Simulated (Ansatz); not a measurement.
Relaxation of CH2FSi (5 atoms, charge -1, multiplicity 1), to a largest force component of 0.02 eV/Å in at most 50 steps.

Computed with RHF/def2-SVPD (Ansatz).

```xyz
5
Properties=species:S:1:pos:R:3
C -0.885 -1.062 -0.144
Si 0.340 0.116 0.098
F 0.697 1.821 -0.035
H -1.856 -0.680 -0.536
H 1.704 -0.196 0.616
```

**Question.** Where does it end, and by what steps?

**Answer.** The run converged. Limits of this set-up: the dipole of an ion depends on the origin. After 7 steps the energy has fallen by 0.171 eV; C1 moved furthest, 0.13 Å.

```
step  energy less start (eV)  largest force component (eV/Å)  accepted
   0                  0.0000                           1.640       yes
   1                 -0.1118                           1.020       yes
   2                 -0.1620                           0.246       yes
   3                 -0.1670                           0.267       yes
   4                 -0.1659                           0.321        no
   5                 -0.1702                           0.056       yes
   6                 -0.1707                           0.026       yes
   7                 -0.1708                           0.003       yes
```

```xyz
5
Properties=species:S:1:pos:R:3
C -0.865 -0.934 -0.157
Si 0.380 0.130 0.111
F 0.636 1.781 -0.050
H -1.866 -0.731 -0.531
H 1.716 -0.247 0.627
```

Run time: 8.8 s on 1 thread of Arm Neoverse V2, on a shared host, peak memory 0.13 GiB.
